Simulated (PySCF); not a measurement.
# CHO3−: NMR shifts at several levels of theory

Computed with PySCF 2.14.0, with density-fitted response routines of our own, on a single molecule in the gas phase. Atoms are numbered from 0 throughout.

### Step 1. The starting structure

5 atoms, charge -1, multiplicity 1; geometry from: GFN2-xTB.

Bonds of the start (Å): O0–C1 1.23, C1–O2 1.22, C1–O3 1.46, O3–H4 0.96.

### Step 2. Geometry optimisation at PBE0-D3(BJ)/def2-SVP

Job settings and geometry (Å):

```
{"job": {"xc": "PBE0", "basis": "def2-SVP", "d3": "d3bj", "grid": 1, "kind": "geom"}, "charge": -1, "multiplicity": 1}
O      0.043440     1.193640    -0.457810
C     -0.137090     0.052910    -0.036900
O     -1.144760    -0.618080     0.103260
O      1.091350    -0.616880     0.369330
H      1.791860     0.025410     0.205000
```

**Question.** How long does this first job take on 4 threads of Arm Neoverse V2, shared host?

About 3.7 s.
